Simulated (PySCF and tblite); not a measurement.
The numbers below are computed, except where a source is named.
# Conformers and averaged properties: n-hexane, C6H14, numbered as in [CH3:1][CH2:2][CH2:3][CH2:4][CH2:5][CH3:6]

Level: B3LYP-D3(BJ)/def2-TZVP (IEF-PCM, chloroform)//PBE0-D3(BJ)/def2-SVP, thermal terms from GFN2-xTB, symmetry numbers and mirror pairs counted. Conformers within 3 kcal/mol (GFN2-xTB free energy) were kept, 8 at most. GIAO shieldings: PBE0/pcSseg-1 (IEF-PCM, chloroform). Couplings: B3LYP/pcSseg-1 with pcJ-1 on H (gas phase; spin-dipole term only for pairs with B, N, F, Si or P). Shifts are against TMS (¹H), TMS (¹³C) at the same level. Programs: PySCF with density fitting and tblite.

Torsions listed: C1–C2–C3–C4, C2–C3–C4–C5, C3–C4–C5–C6. Of a mirror pair one member is shown.

```tsv
conformer	shape	symmetry	E(GFN2) kcal/mol	E(DFT) kcal/mol	G(298.15 K) kcal/mol	weight %	dipole D
1	-64°, -177°, 180°	C1 (pair)	0.55	0.56	0.00	34.9	0.12
2	180°, 180°, 180°	C2h	0.00	0.00	0.17	26.0	0.00
3	-177°, -65°, -177°	C2 (pair)	0.52	0.56	0.48	15.5	0.04
4	176°, 59°, 59°	C1 (pair)	1.07	0.89	0.63	12.0	0.13
5	66°, 180°, -66°	Ci	1.16	1.20	1.12	5.3	0.00
6	65°, 174°, 65°	C2 (pair)	1.04	1.10	1.14	5.1	0.12
7	174°, 62°, -89°	C1 (pair)	2.50	2.63	2.33	0.7	0.11
8	61°, -92°, 179°	C1 (pair)	2.43	2.57	2.33	0.7	0.15
```

Weights (%) against temperature:

```
 T (K)     1     2     3     4    5    6    7    8  S(mix) cal/mol/K
   200  32.3  39.1  14.8   8.0  2.8  2.8  0.1  0.1              3.65
   250  34.4  30.9  15.4  10.4  4.2  4.1  0.3  0.3              3.98
298.15  34.9  26.0  15.5  12.0  5.3  5.1  0.7  0.7              4.20
   350  34.7  22.4  15.2  13.1  6.2  5.9  1.2  1.2              4.36
   400  34.3  20.0  14.9  13.9  6.9  6.5  1.8  1.7              4.48
```

Averaged shifts at 298.15 K. ¹H: 1.22 (H2/H5, 4H), 1.14 (H3/H4, 4H), 0.96 (H1/H6, 6H) ppm. ¹³C: 34.5 (C3/C4), 26.1 (C2/C5), 16.2 (C1/C6) ppm.

Coordinates of conformer 1 (Å):

```xyz
20

C     2.600   -0.750    0.103
C     2.012    0.254   -0.878
C     0.690    0.873   -0.434
C    -0.467   -0.109   -0.316
C    -1.788    0.549    0.059
C    -2.941   -0.434    0.181
H     3.579   -1.119   -0.240
H     1.949   -1.627    0.236
H     2.747   -0.295    1.097
H     2.743    1.063   -1.047
H     1.871   -0.231   -1.860
H     0.410    1.668   -1.147
H     0.835    1.381    0.537
H    -0.229   -0.885    0.433
H    -0.587   -0.647   -1.275
H    -2.035    1.319   -0.694
H    -1.663    1.094    1.011
H    -3.881    0.070    0.451
H    -2.738   -1.194    0.953
H    -3.111   -0.970   -0.767
```

Coordinates of conformer 2 (Å):

```xyz
20

C    -3.168   -0.492   -0.297
C    -1.818   -0.083   -0.864
C    -0.678   -0.203    0.138
C     0.677    0.204   -0.420
C     1.817    0.085    0.582
C     3.167    0.493    0.015
H    -3.157   -1.540    0.044
H    -3.971   -0.394   -1.044
H    -3.442    0.131    0.570
H    -1.586   -0.700   -1.751
H    -1.869    0.958   -1.230
H    -0.624   -1.245    0.506
H    -0.907    0.413    1.027
H     0.623    1.245   -0.789
H     0.907   -0.413   -1.309
H     1.868   -0.956    0.949
H     1.585    0.702    1.468
H     3.157    1.540   -0.328
H     3.442   -0.132   -0.851
H     3.970    0.396    0.762
```

Shifts are unscaled: against experiment ¹³C can be off by 15 ppm or more and ¹H by 0.8 ppm. For its torsions the set is small; conformers may be missing.

Search and properties took 8.5 min on 1 thread of Arm Neoverse V1, shared host (rough), launched as `OMP_NUM_THREADS=1 python ens_run.py task.json out`.
